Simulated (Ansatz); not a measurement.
**BH3MgO (SMILES B[O][MgH]): one structure at several levels**

A test off equilibrium: a frame of a short trajectory is computed at several levels, and each is set against CCSD(T).

Program: Ansatz 0.2.0, Gaussian basis. Level of theory: single points in def2-TZVPP. These are calculated values, not measurements.

Correlated methods freeze the cores. The outer core shell of Li, Na, Mg and K is correlated.

### 1 The system as given

SMILES `B[O][MgH]`, 6 atoms, charge 0, spin multiplicity 1.

Atoms are counted from 1 here; the program's logs count them from 0.

Bond lengths: B1–O2 1.328 Å, B1–H4 1.223 Å, B1–H5 1.170 Å, O2–Mg3 1.902 Å, Mg3–H6 1.652 Å. Angles: O2–B1–H4 120.3°, O2–B1–H5 120.9°, H4–B1–H5 118.8°, B1–O2–Mg3 178.0°, O2–Mg3–H6 169.7°.

Geometry (Å):

```xyz
6
charge 0, multiplicity 1
B    -0.94727    0.31532   -0.95894
O    -0.02642   -0.00130   -0.05664
Mg    1.25404   -0.43075    1.28227
H    -1.04206   -0.32673   -1.99555
H    -1.68778    1.20286   -0.77660
H     2.38323   -0.51119    2.48540
```

### 2 PBE-D4/def2-TZVPP

run/in.yaml reads:

```yaml
crystal:
  periodic: [false, false, false]
  atoms:
    - {symbol: B, position_ang: [-0.947266, 0.315323, -0.958936]}
    - {symbol: O, position_ang: [-0.026417, -0.001302, -0.056639]}
    - {symbol: Mg, position_ang: [1.254044, -0.430748, 1.282268]}
    - {symbol: H, position_ang: [-1.042062, -0.326728, -1.995555]}
    - {symbol: H, position_ang: [-1.687780, 1.202863, -0.776595]}
    - {symbol: H, position_ang: [2.383228, -0.511187, 2.485402]}
basis:
  gaussian: {orbitals: def2-TZVPP}
hamiltonian: {xc: pbe, dispersion: d4}
output: {forces: true}
```

Command:

```sh
> ansatz run in.yaml --threads 1 --pin off --events-out ev --progress --plain --max-ram 4352MiB
```

### 3 r2SCAN-D4/def2-TZVPP

run/in.yaml: that of step 2 with these lines changed.

```diff
@@ -11,3 +11,3 @@
   gaussian: {orbitals: def2-TZVPP}
-hamiltonian: {xc: pbe, dispersion: d4}
+hamiltonian: {xc: r2scan, dispersion: d4}
 output: {forces: true}
```

### 4 PBE0-D4/def2-TZVPP

run/in.yaml: that of step 3 with these lines changed.

```diff
@@ -11,3 +11,3 @@
   gaussian: {orbitals: def2-TZVPP}
-hamiltonian: {xc: r2scan, dispersion: d4}
-output: {forces: true}
+hamiltonian: {xc: pbe0, dispersion: d4}
+output: {forces: true, orbitals: {seedname: orbitals}}
```

### 5 wB97M-V/def2-TZVPP

run/in.yaml: that of step 4 with these lines changed.

```diff
@@ -11,3 +11,3 @@
   gaussian: {orbitals: def2-TZVPP}
-hamiltonian: {xc: pbe0, dispersion: d4}
-output: {forces: true, orbitals: {seedname: orbitals}}
+hamiltonian: {xc: {name: wB97M-V}}
+output: {forces: true}
```

### 6 CCSD(T)/def2-TZVPP

run/in.yaml: that of step 5 with these lines changed.

```diff
@@ -11,3 +11,3 @@
   gaussian: {orbitals: def2-TZVPP}
-hamiltonian: {xc: {name: wB97M-V}}
+correlation: {method: ccsd_t}
 output: {forces: true}
```

(Steps that only read results are left out.)

Q: Predict the outcome of this session. Wanted: energy less free atoms, CCSD(T)/def2-TZVPP; RMS force component; RMS force error; HOMO and LUMO, PBE0-D4; T1 diagnostic.

The runs gave:

| quantity | value |
| --- | --- |
| energy less free atoms, CCSD(T)/def2-TZVPP | -445.0 kcal/mol |
| RMS force component | 0.641 to 0.688 eV/Å over the methods |
| RMS force error | PBE-D4 0.082, r2SCAN-D4 0.095, PBE0-D4 0.151, wB97M-V 0.083 eV/Å |
| HOMO and LUMO, PBE0-D4 | -6.79 and -1.16 eV |
| T1 diagnostic | 0.013 |

What this shows: Against CCSD(T) the functionals' energies less atoms differ by -17.4 to -6.9 kcal/mol, PBE-D4 by -15.0 kcal/mol. CCSD(T) in triple zeta still lacks some correlation energy of the bonds, so part of these gaps is its own basis error and they don't rank the functionals. On forces the order runs from PBE-D4 to PBE0-D4. Frozen-core CCSD(T) forces in triple zeta carry basis errors of their own, and this is one geometry, so small gaps rank nothing.
